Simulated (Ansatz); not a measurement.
Here is an Ansatz input file for C2H6OS, SMILES CS(C)=O. Write the same calculation for the Python package.

```yaml
crystal:
  periodic: [false, false, false]
  atoms:
    - { symbol: C, position_ang: [1.3482, -0.48709, -0.0579] }
    - { symbol: S, position_ang: [0.07975, 0.35648, 0.90422] }
    - { symbol: C, position_ang: [-1.23957, 0.6643, -0.28358] }
    - { symbol: O, position_ang: [-0.48732, -0.7443, 1.79054] }
    - { symbol: H, position_ang: [1.74681, 0.20304, -0.82974] }
    - { symbol: H, position_ang: [0.91557, -1.38186, -0.55191] }
    - { symbol: H, position_ang: [2.17356, -0.80105, 0.61372] }
    - { symbol: H, position_ang: [-1.54347, -0.28775, -0.76636] }
    - { symbol: H, position_ang: [-0.88116, 1.37232, -1.05893] }
    - { symbol: H, position_ang: [-2.11236, 1.10591, 0.23994] }
accuracy: medium
basis:
  gaussian:
    orbitals: cc-pVDZ
hamiltonian:
  xc: cam_b3lyp
```

The script, `energy_c2h6os.py`:
```python
'''Single point of C2H6OS.'''

import ansatz as az
from rdkit import Chem
from rdkit.Chem import AllChem


def main() -> None:
    # a force-field geometry from the SMILES
    rd = Chem.AddHs(Chem.MolFromSmiles('CS(C)=O'))
    AllChem.EmbedMolecule(rd, randomSeed=57)
    AllChem.UFFOptimizeMolecule(rd)
    geometry = az.Crystal.molecule()
    for atom, xyz in zip(rd.GetAtoms(), rd.GetConformer().GetPositions()):
        geometry = geometry.atom(atom.GetSymbol(), xyz.round(5).tolist())

    job = (
        geometry.calculation()
        .basis(gaussian='cc-pVDZ')
        .functional('cam_b3lyp')  # exchange and correlation
        .accuracy('medium')
    )
    trace = []
    outcome = job.session().plan().execute(on_event=trace.append)
    r = outcome.report
    for event in trace:
        if event['event'] == 'mean_field_evaluation' and event['data']['evaluation'] <= 25:
            print('pass {evaluation:3d}  E = {energy_ev:.6f} eV  gradient {gradient_ev:.1e}'.format(**event['data']))

    print(f'E = {r["free_energy_ev"]:.6f} eV = {r["free_energy_ev"] / 27.211386246:.7f} Ha')
    print('converged:', r['converged'], ' doubts:', r['published_state_doubts'] or 'none')


if __name__ == '__main__':
    main()
```

```console
$ python energy_c2h6os.py
pass   1  E = -15043.457530 eV  gradient 6.0e+01
pass   2  E = -15036.082213 eV  gradient 8.8e+01
pass   3  E = -15050.094005 eV  gradient 1.6e+01
pass   4  E = -15050.599078 eV  gradient 2.7e+00
pass   5  E = -15050.615827 eV  gradient 4.5e-01
pass   6  E = -15050.615891 eV  gradient 4.5e-01
pass   7  E = -15050.833308 eV  gradient 8.1e-01
pass   8  E = -15050.835412 eV  gradient 1.5e-01
pass   9  E = -15050.835492 eV  gradient 6.4e-02
pass  10  E = -15050.835502 eV  gradient 1.8e-02
pass  11  E = -15050.835508 eV  gradient 1.9e-02
pass  12  E = -15050.835509 eV  gradient 3.4e-03
pass  13  E = -15050.835509 eV  gradient 8.1e-04
pass  14  E = -15050.835509 eV  gradient 8.0e-04
pass  15  E = -15050.835509 eV  gradient 2.0e-04
pass  16  E = -15050.835509 eV  gradient 5.1e-05
pass  17  E = -15050.835509 eV  gradient 5.1e-05
pass  18  E = -15050.835509 eV  gradient 5.1e-05
E = -15050.835614 eV = -553.1080070 Ha
converged: True  doubts: none
```

The settings weren't tested for convergence. The geometry is a force-field or estimated start, not a minimum of this method, and the basis set is short of its limit. Early passes use coarser integrals and grids, so their energies can't be compared with the last. Run time: 3.1 s on 1 thread of Arm Neoverse V2, with other jobs on the host, peak memory 0.3 GiB.

(A comment or docstring line of the script was reworded after the run, the code is as it ran; lines on the test bed's own set-up are left out of the output.)
